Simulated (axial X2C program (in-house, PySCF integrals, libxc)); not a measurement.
## NaC: nuclear properties from DFT to coupled cluster

Calculated with an in-house all-electron X2C program for linear molecules (integrals from PySCF): two-component X2C with atomic mean-field Coulomb and Gaunt terms, Gaussian nuclei, basis Na dyall-acv3z, C dyall-av3z with contracted cores.

R = 2.237 Å (near the PBE0 minimum at charge 0 of the determinant lowest at the starting distance; the state shown can have its own minimum elsewhere); state Ω = 3/2 (⟨Sz⟩ = 1.50, ⟨Lz⟩ = 0.00 at PBE0).

```tsv
level	Eeff magnitude (GV/cm)	Ws magnitude Na (kHz)	A∥/gI Na (MHz)	qzz Na (a.u.)	A∥/gI C (MHz)	μ (D)
PBE0	0.0251	0.0044	90.1	-0.16	10.8	-7.61
HF	0.0238	0.00378	56.6	-0.23	36.8	-8.48
B3LYP	0.025	0.00447	104	-0.15	29.9	-7.34
```

Eeff is the effective electric field on the electron electric dipole moment in this Ω state and Ws the scalar–pseudoscalar constant of the nucleus named (defined with the proton number Z and per Ω); A∥ (defined per Ω) follows by multiplying with gI = μI/(I μN); qzz is the electric field gradient, eQq0 = 234.96 MHz × Q/barn × qzz; μ is positive if the C end (last atom) is positive. The operators were transformed with the bare-nucleus X2C matrices; with these basis sets, hyperfine constants and field gradients can be off by tens of per cent, and where levels differ in sign neither size nor sign is settled.

Finite-field MP2, CCSD and CCSD(T), with 13 electrons correlated in 126 natural virtual spinors (MP2 remainder added):

```tsv
level	Eeff magnitude (GV/cm)	Ws magnitude Na (kHz)	A∥/gI Na (MHz)	qzz Na (a.u.)	A∥/gI C (MHz)	μ (D)
MP2	0.024	0.00424	69.1	-0.20	29.8	-8.25
CCSD	0.0243	0.00431	71.7	-0.20	26.7	-8.21
CCSD(T)	0.0243	0.00434	73.3	-0.19	29.2	-8.14
```

T1 = 0.010 (Lee–Taylor). One unrestricted determinant, the lowest of a limited PBE0 search, is the reference; the functionals treat spin collinearly. With several open shells it need not be a pure state. Correlation of the inner shells is missing, which matters for properties at the nucleus. Number of frozen shells: Na 1 s; C 1 s.

Problem. By how much does correlation change each value, CCSD(T) against HF?

Solution. Eeff magnitude 2 %; Ws magnitude Na 15 %; A∥/gI Na 30 %; qzz Na -17 %; A∥/gI C -21 %; μ -4 %.
